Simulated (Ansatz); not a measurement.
# Structure relaxation of GaSn

Level of theory: DFT PBE, scalar-relativistic, plane waves, PAW (Ansatz). Cutoff 420 eV, Γ-centred k mesh, Gaussian smearing, no spin polarisation in the final step.

GaSn was placed on the CrB structure type (Cmcm, No. 63), with Ga in place of Cr, Sn in place of B, at a guessed volume.

```yaml
crystal:
  lattice:
    - [2.00924, -5.30141, 0.00000]
    - [2.00924, 5.30141, 0.00000]
    - [0.00000, 0.00000, 3.99133]
  atoms:
    - { symbol: Ga, position: [0.85400, 0.14600, 0.75000] }
    - { symbol: Ga, position: [0.14600, 0.85400, 0.25000] }
    - { symbol: Sn, position: [0.55000, 0.45000, 0.75000] }
    - { symbol: Sn, position: [0.45000, 0.55000, 0.25000] }
```

Cell and atoms relax at zero pressure; the relaxation can't lower the symmetry of the start. After a coarse first stage the cell is made exact in the group found at 0.06 Å.

Energies over the elements count from the elements' standard structures at the same level, with no empirical corrections.

Task: What does it relax into?

Result: It keeps Cmcm (No. 63), but not the shape of the type it started on. Conventional cell: a = 3.213 Å, b = 17.373 Å, c = 3.426 Å. Ga has 4 Ga at 2.90 Å, 4 Sn at 3.17 Å, 2 Ga at 3.21 Å and 2 Ga at 3.43 Å; around Sn lie 4 Ga at 3.17 Å, 4 Sn at 3.21 Å, 2 Sn at 3.43 Å and 1 Ga at 3.84 Å.

```xyz
4
Lattice="1.6064 -8.6864 0.0000 1.6064 8.6864 0.0000 0.0000 0.0000 3.4258" Properties=species:S:1:pos:R:3 pbc="T T T"
Ga    1.6064   -5.1966    0.8565
Ga    1.6064    5.1966    2.5694
Sn    1.6064   -1.3545    0.8565
Sn    1.6064    1.3545    2.5694
```

Task: What are its volume, energy, density and gap?

Result: The volume per atom is 23.90 Å³. The density is 6.55 g/cm³. The energy over the elements is 0.06 eV/atom and the gap on the 14×14×12 mesh is 0 eV (a metal).

The final run used a 14×14×12 mesh on its 4-atom cell and 0.10 eV smearing. The k mesh leaves about 4 meV/atom of noise in metals. Symmetry constrained the relaxation, so the result can be a saddle point. The steps took about 10 core-minutes in all.